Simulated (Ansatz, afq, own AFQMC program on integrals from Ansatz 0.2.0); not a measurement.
## GeH$_{4}$ + CH2, triplet: a scan with AFQMC

```yaml
atoms:
  - { symbol: Ge, position_ang: [-0.4780, 0.0000, 0.0000] }
  - { symbol: H, position_ang: [-0.9894, 1.4466, 0.0000] }
  - { symbol: H, position_ang: [-0.9894, -0.7233, 1.2528] }
  - { symbol: H, position_ang: [-0.9894, -0.7233, -1.2528] }
  - { symbol: H, position_ang: [1.0564, 0.0000, 0.0000] }
  - { symbol: C, position_ang: [2.5530, 0.0000, 0.0000] }
  - { symbol: H, position_ang: [2.9675, 0.0000, 0.9962] }
  - { symbol: H, position_ang: [2.9675, 0.0000, -0.9962] }
```

A hydrogen atom is moved from one rigid fragment to the other; the Ge1–H5 distance tells how far. The two fragments are held close together, so this isn't a minimum-energy path and the start is a compressed complex. Energies in eV count from this geometry (1.534 Å) at the same level; the start stands on UHF, each point on the determinant named.

Basis cc-pVDZ. Noble-gas cores (and the filled d shells of Ga–Kr and In–Xe) are frozen. Ansatz 0.2.0 and our own AFQMC program on the same integrals; the CISD trial comes from CCSD amplitudes, and released means the phaseless constraint is let go. Uncertainties: one standard error, sampling alone. No spin–orbit coupling.

Cautions, each for one point or more: inner d shell frozen; lower spins were not checked; no relativity below Rb; no spin-orbit coupling.

```json
{"r(Ge1–H5) / Å": "1.651", "det.": "UHF", "T1": "0.015", "weight": "0.87", "⟨S²⟩": "2.04", "PBE": "-0.272", "HF": "-0.104", "CCSD(T)": "-0.212"}
{"r(Ge1–H5) / Å": "1.709", "det.": "UHF", "T1": "0.014", "weight": "0.87", "⟨S²⟩": "2.04", "PBE": "-0.397", "HF": "-0.191", "CCSD(T)": "-0.333"}
{"r(Ge1–H5) / Å": "1.767", "det.": "UHF", "T1": "0.013", "weight": "0.87", "⟨S²⟩": "2.04", "PBE": "-0.515", "HF": "-0.309", "CCSD(T)": "-0.464"}
{"r(Ge1–H5) / Å": "1.825", "det.": "UHF", "T1": "0.012", "weight": "0.87", "⟨S²⟩": "2.03", "PBE": "-0.615", "HF": "-0.440", "CCSD(T)": "-0.589"}
{"r(Ge1–H5) / Å": "1.941", "det.": "UHF", "T1": "0.011", "weight": "0.88", "⟨S²⟩": "2.02", "PBE": "-0.671", "HF": "-0.622", "CCSD(T)": "-0.714"}
```

Q: Estimate the curve of CCSDT(Q), counted from the same start.

A: 
```
r(Ge1–H5) / Å  det.     T1  weight  ⟨S²⟩  CCSDT(Q)   ph-AFQMC/CISD  released AFQMC
        1.651   UHF  0.015    0.87  2.04    -0.213  -0.207 ± 0.004  -0.208 ± 0.005
        1.709   UHF  0.014    0.87  2.04    -0.334  -0.333 ± 0.005  -0.332 ± 0.006
        1.767   UHF  0.013    0.87  2.04    -0.464  -0.460 ± 0.004  -0.462 ± 0.006
        1.825   UHF  0.012    0.87  2.03    -0.589  -0.582 ± 0.005  -0.585 ± 0.004
        1.941   UHF  0.011    0.88  2.02    -0.712  -0.714 ± 0.004               –
```

Weight is that of the determinant in the CISD state; at the start T1 is 0.014 and the weight 0.87, and ⟨S²⟩ is 2.03. A dash marks a missing value, a released energy that hasn't settled or a functional that sits on another state. Largest departures from CCSDT(Q), at the points where its series has closed: CCSD(T) -0.003 eV at 1.941 (on UHF), ph-AFQMC/CISD 0.006 eV at 1.651 (on UHF) (within the noise), released AFQMC 0.005 eV at 1.651 (on UHF) (within the noise), PBE -0.063 eV at 1.709, HF 0.156 eV at 1.767 (on UHF). Functionals count only at points shown to share the start's state and spin. In this small basis the wave-function levels are far from their limit, so their gap to the functionals isn't the functionals' error.

A walk keeps the symmetry of its determinant, which the program's search chose and which needn't be the lowest solution, so a lower state of the same spin and another symmetry isn't excluded. Released energies are given only where the last usable release times agree within the noise; a slower fall can still hide under it.
